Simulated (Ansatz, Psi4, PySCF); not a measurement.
System: methane, CH4, net charge 0, singlet state. SMILES: C
Geometry: optimised at B3LYP-D3(BJ)/def2-TZVP (Ansatz, an electronic-structure program).

Wanted: enthalpy of formation at 298 K, in kcal/mol. Conventions: no dispersion term unless named; UHF or UKS for open shells; non-relativistic; 6-31G* and kin with 6d, 5d where marked; 6-311+G** with 5d; no spin-orbit coupling; LANL2DZ all-electron up to Ne; valence correlation only. CBS marks a two-point X^-3 extrapolation of the correlation energy; Hartree-Fock from the larger set. First-principles rows: single points at B3LYP-D3(BJ) geometries (Ansatz), with unscaled harmonic terms from B3LYP/6-31G* at its own minima, enthalpies of formation by atomisation with measured atoms.

Measured values: Active Thermochemical Tables 1.112 (ions: stationary electron), as tabulated in the package chemicals; they hold spin-orbit and core effects, anharmonicity. 

Value to compare with, the measured value: -17.8 kcal/mol.

| level | program | enthalpy of formation at 298 K (kcal/mol) | error |
|---|---|---|---|
| HF/LANL2DZ | Ansatz | 83.4 | 101.2 |
| HF/6-311+G** | Ansatz | 76.5 | 94.3 |
| SVWN5/6-31G* | Ansatz | -61.1 | -43.3 |
| PBE/def2-SVP | Ansatz | -16.6 | 1.2 |
| B3LYP/STO-3G | Ansatz | -109.2 | -91.4 |
| B3LYP/3-21G | Ansatz | -17.2 | 0.6 |
| B3LYP/6-31G* | Ansatz | -18.1 | -0.3 |
| PBE0/6-31G* | Ansatz | -15.5 | 2.3 |
| M06-2X/6-31G* (5d) | PySCF | -15.8 | 2.0 |
| wB97X-D/6-311+G** | Psi4 | -14.1 | 3.7 |
| r2SCAN-D4/def2-TZVPD | Ansatz + dftd4 | -15.5 | 2.3 |
| CCSD(T)/CBS(def2-TZVPPD,def2-QZVPPD) | Ansatz | -16.6 | 1.2 |

Among the 10 habitual levels, HF/LANL2DZ lies farthest from the measured value (101.2 kcal/mol); 7 of 10 lie above it, and their mean absolute error is 34.0 kcal/mol, the median 3.0. One case shows no general order.

The levels are drawn from those run, B3LYP/6-31G* more often than the rest, none by its result; runs whose electronic state is in doubt are left out.
